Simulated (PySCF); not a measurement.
How far each method lies from RCCSDT for GaH3⁺, doublet

Geometry: a PBE0/def2-TZVP stationary point for this spin, not checked as a minimum.

```csv
atom,x (Å),y (Å),z (Å)
Ga,0.0000,0.0253,0.0000
H,0.0000,-2.0473,0.0000
H,0.0000,0.1474,-1.5272
H,0.0000,0.1474,1.5272
```

Basis aug-cc-pVDZ; PySCF 2.14.0. Correlated methods freeze the noble-gas cores and the filled d shells of p-block atoms, which leaves 5 electrons in 49 orbitals. Prefix R: restricted or restricted open-shell reference; prefix U: unrestricted. No spin–orbit coupling is included, and no scalar relativity.

Full CI isn't at hand for all of this; RCCSDT serves as the reference. It lacks quadruple excitations. The frozen core follows each run's orbitals, which can shift R against U totals by a few meV for light atoms and by up to 0.1 eV past Ca.

```
UHF ⟨S²⟩                          : 0.753
T1 diagnostic (ROHF- or RHF-based CCSD)             : 0.0188
largest doubles amplitude (ROHF- or RHF-based CCSD) : 0.049
```

```tsv
level	E − E(RCCSDT) (mEh)	share of correlation (%)	wall time
RHF	73.15	0.00	–
RMP2	19.53	73.30	–
RCCSD	1.25	98.30	–
RCCSD(T)	0.36	99.50	4.2 s
```

The correlation energy at RCCSDT, counted from RHF, is -1.990 eV. That run took 64 s on 1 thread of Arm Neoverse V1, shared host.

Run but not shown, since their state, orbitals or frozen core can't be matched to the reference's or they repeat it: UHF, UMP2, UCCSD, UCCSD(T).

Times are those of the correlated step on a shared host, with one SCF added for the restricted CCSD run; they ran on 1 thread of Arm Neoverse V1.
